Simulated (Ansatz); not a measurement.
**The cluster K₂F₂+: geometry, orbitals and charge**

What does the cluster K₂F₂+ look like as a doublet, and where do its frontier electrons sit?

Computed with Ansatz 0.2.0, Gaussian basis. Level: UKS PBE0-D4/def2-TZVP.

Plan: relaxation at PBE0-D4/def2-TZVP; a single point at PBE0-D4/def2-TZVP; harmonic vibrations at PBE0-D4/def2-TZVP.

13 further runs of the same task are left out: 12 that didn't finish, 1 set aside as unsound or not needed.

### Step 1. Where the work starts

4 atoms, charge 1, spin multiplicity 2.

Atoms are counted from 1 here; the program's logs count them from 0.

Bond lengths: K1–F3 2.257 Å, K1–F4 2.246 Å, K2–F3 2.255 Å, K2–F4 2.250 Å. Angles: F3–K1–F4 52.4°, F3–K2–F4 52.3°, K1–F3–K2 127.1°, K1–F4–K2 127.9°.

Coordinates:

```
K    -1.35612   -1.49378    0.09358
K     1.41010    1.44250   -0.11250
F     0.09850   -0.02107    0.99384
F    -0.15247    0.07234   -0.97492
```

The ion is computed in the gas phase, without counter-ions or solvent.

The start is a GFN1-xTB geometry.

### Step 2. Relaxation at PBE0-D4/def2-TZVP

in.yaml reads:

```yaml
crystal:
  periodic: [false, false, false]
  atoms:
    - {symbol: K, position_ang: [-1.356120, -1.493780, 0.093580]}
    - {symbol: K, position_ang: [1.410100, 1.442500, -0.112500]}
    - {symbol: F, position_ang: [0.098500, -0.021070, 0.993840]}
    - {symbol: F, position_ang: [-0.152470, 0.072340, -0.974920]}
basis:
  gaussian: {orbitals: def2-TZVP}
total_charge: 1
magnetization: {spin_polarized: true, initial_magnetization: 1}
hamiltonian: {xc: pbe0, dispersion: d4}
scf: {lower_state_search: "off"}
output: {orbitals: {seedname: orbitals}}
relax: {f_tol: 0.02, max_steps: 100}
```

Command:

```console
ansatz run in.yaml --threads 2 --pin off --events-out ev --progress --plain --max-ram 4352MiB
```

The runs that follow: Single point, PBE0-D4/def2-TZVP; Vibrations by finite differences.

Before running them: what should the planned runs give, taken together? Wanted: point group; commonest bond; HOMO, LUMO at PBE0-D4/def2-TZVP; ⟨S²⟩; lowest, highest wavenumber.

**Answer**, as computed:

| quantity | value |
| --- | --- |
| point group | D2h |
| commonest bond | F–K, 4 of mean length 2.512 Å |
| HOMO, LUMO at PBE0-D4/def2-TZVP (over both spins) | -13.25, -7.77 eV |
| ⟨S²⟩ | 0.756 |
| lowest, highest wavenumber | 66, 437 cm⁻¹ |

What this shows: The molecule keeps its bonding pattern by the stored test; the atoms moved 0.21 Å (rms). All wavenumbers are real: a minimum at this level. The alpha HOMO lies nearest to F3, F4 about 50 % each and the alpha LUMO to K1, K2 about 39 % each; F3, F4 about 11 % each (shares on a coarse grid); over both spins the HOMO and the LUMO of beta spin, not drawn, take the frontier's place. Whether this spin is the lowest isn't tested here.
